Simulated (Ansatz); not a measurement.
fcc Ag was calculated with rVV10 (plane waves, PAW; Ansatz, a program for electronic structure).

Numerical settings: plane-wave cutoff 520 eV, 24×24×24 k mesh, Fermi–Dirac smearing 0.05 eV, no spin polarisation, scalar-relativistic PAW data made under PBE.

A third-order Birch–Murnaghan fit to the energies gives V0 = 18.085 Å³/atom, B0 = 94.3 GPa, B′ = 5.6.

```tsv
V (Å³/atom)	P (GPa)
16.992	[?]
17.354	[?]
17.715	2.06
18.077	0.04
18.438	-1.73
18.800	-3.28
19.161	-4.64
```

Q: Estimate the withheld pressures from this fit; the answers are the runs' own values.

A: 
- 16.992, P (GPa): 6.99
- 17.354, P (GPa): 4.36

The formula P = (3/2) B0 (x^(7/3) − x^(5/3)) [1 + (3/4)(B′ − 4)(x^(2/3) − 1)] with x = V0/V meets the computed pressures within 0.01 GPa when these rounded values are put in.

Measured, for comparison: bulk modulus 110 GPa (corrected for temperature and zero-point phonon effects, our sources range from 104 to 111; as tabulated in Levämäki et al. (2014), arXiv:1402.3671); equilibrium volume per atom 16.76 Å³/atom (static lattice: zero-point anharmonic expansion removed; as tabulated in Mejia-Rodriguez and Trickey (2018), arXiv:1807.09216). Computed (rounded) less measured: bulk modulus -14 % (-9 % to -15 % over the range), equilibrium volume per atom +7.9 %.

The computed numbers hold no vibrational or temperature effects.
